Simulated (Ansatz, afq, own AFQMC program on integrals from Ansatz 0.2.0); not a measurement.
AFQMC on a folder of integrals that Ansatz 0.2.0 wrote.

```yaml
crystal:
  periodic: [false, false, false]
  atoms:
    - {symbol: N, position_ang: [-0.612348, 0.005770, 0.005747]}
    - {symbol: C, position_ang: [0.491555, -0.004632, -0.004613]}
    - {symbol: H, position_ang: [0.874360, -1.036493, -0.003210]}
    - {symbol: H, position_ang: [0.897216, 0.510078, 0.879577]}
    - {symbol: H, position_ang: [0.880423, 0.501427, -0.901255]}
basis:
  gaussian: {orbitals: cc-pVDZ}
magnetization: {spin_polarized: true, initial_magnetization: 2}
correlation: {method: ccsd_t, electrons: outside_noble_gas, hamiltonian_folder: ham}
```

```sh
$ ansatz run in.yaml --threads 1 --pin off --events-out ev --progress --plain --max-ram 1382MiB
```

afq runs on the folder ham with

```
--method free --trial cisd --walkers 60 --time-step 0.03 --max-blocks 80 --target-error 0.00042 --factor-cut 1e-05 --seed 8911 --times 0,0.21,0.42,0.81,1.2,1.8,2.4,3 --taylor-order 8
```

Times are imaginary, in 1/Eh. The walk had a cap of 1833 s.

```
orbitals 41  electrons 7 5  factors 336 of 395
reference energy -93.88662492 Eh
CCSD correlation -0.27809999 Eh in 10 cycles, weight of the determinant in the CISD state 0.9025
repeat  energy at the last time / Eh  error
    10  -94.174504  0.000676
    20  -94.172933  0.001114
    30  -94.172311  0.000839
    40  -94.171833  0.000679
    50  -94.171734  0.000605
    60  -94.171736  0.000540
    70  -94.172039  0.000499
    80  -94.172027  0.000459
time / (1/Eh)  energy / Eh  error  mean overlap
  0.00  -94.164841  0.000176  1.1084
  0.21  -94.169337  0.000210  1.1061
  0.42  -94.170832  0.000253  1.1113
  0.81  -94.171661  0.000249  1.1078
  1.20  -94.171901  0.000320  1.1117
  1.80  -94.171640  0.000335  1.1540
  2.40  -94.172296  0.000477  1.1677
  3.00  -94.172027  0.000459  1.1728
energy -94.172027 +/- 0.000459 Eh
```

Estimate how long the walk took on 1 thread of Arm Neoverse V1, on a shared host.

7.4 min of wall time.

The run passed its tests (error under three times the target), which doesn't prove that it has relaxed.

Against this walk (error 12.5 meV) on the same determinant: CCSD(T) 19.8 meV higher (within the noise), the released energy of a separate walk with a CISD trial 3.9 ± 24.0 meV higher (within the noise). The error is statistical, and a free projection of finite length keeps a remainder of its start.

Cautions: remainder of the start not in the error; error above the target (12.5 against 11.4 meV); lower spins were not checked.

A walk keeps the symmetry of its determinant, which the program's search chose and which needn't be the lowest solution, so a lower state of the same spin and another symmetry isn't excluded.
